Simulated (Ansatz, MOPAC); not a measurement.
# Equilibrium lattice constant a of rock-salt LiH: levels of theory against measurement

Reference value: 3.979 Å (measured, static lattice: zero-point anharmonic expansion removed; as tabulated in Mejia-Rodriguez and Trickey (2018), arXiv:1807.09216).

Which of these levels comes closest to the reference?
A) LDA (Ansatz (an electronic-structure program))
B) HSE06 (Ansatz)
C) PM7 semi-empirical Hartree-Fock (MOPAC) (MOPAC)
D) PBE-D3(BJ) (Ansatz)

B, HSE06 (Ansatz)

```json
[
 {"level (code)": "PM7 semi-empirical Hartree-Fock (MOPAC) (MOPAC)", "value (Å)": "4.185", "error (%)": "+5.18"},
 {"level (code)": "LDA (Ansatz)", "value (Å)": "3.908", "error (%)": "-1.78"},
 {"level (code)": "PBE-D3(BJ) (Ansatz)", "value (Å)": "3.877", "error (%)": "-2.56"},
 {"level (code)": "HSE06 (Ansatz)", "value (Å)": "3.987", "error (%)": "+0.20"}
]
```

The best agreement in this table is that of HSE06 (+0.20 %). PM7 semi-empirical Hartree-Fock (MOPAC) (+5.18 %) misses by most. Of these only HSE06 lands within 0.5 %.

PM7 semi-empirical Hartree-Fock (MOPAC): the method was fitted mainly to molecules. PM7 semi-empirical Hartree-Fock (MOPAC): the run uses a supercell at the zone centre in place of a k mesh. Cutoffs and k meshes differ between the levels. Ansatz's density-functional and Hartree–Fock values are scalar-relativistic unless marked +SOC, with PAW data made under PBE.

Differences are worked out from the printed values.
